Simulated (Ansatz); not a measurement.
Results of PBE in Ansatz (plane waves, PAW) for trigonal Se.

Numerical settings: plane-wave cutoff 520 eV, 12×12×8 k mesh (along the axes of the cell as run), Fermi–Dirac smearing 0.01 eV, scalar-relativistic PAW data made under PBE.

The cell is scaled about its equilibrium volume:

Shape and atoms are relaxed at each volume.

```tsv
V (Å³/atom)	P (GPa)	direct gap at Γ (eV)	smallest gap on the k mesh (eV)	c (Å)
28.651	0.22	2.164	0.937	5.058
29.248	0.10	2.206	0.987	5.051
29.845	0.00	2.248	1.035	5.043
30.441	-0.08	2.291	1.083	5.036
31.038	-0.14	2.332	1.130	5.030
```

The fundamental gap (1.04 eV at the equilibrium volume, with added k points) lies elsewhere than Γ–Γ.

Note: for a layered or molecular solid the relaxed cell lies over 5 % above the published volume, where the minimum can be shallow; the cell comes from a level without a dispersion term, which matters for the spacing of layers, chains or molecules; the bulk modulus comes from volumes at which shape and atoms were relaxed.

Spin–orbit coupling is not included.

Ansatz is a program for electronic structure.
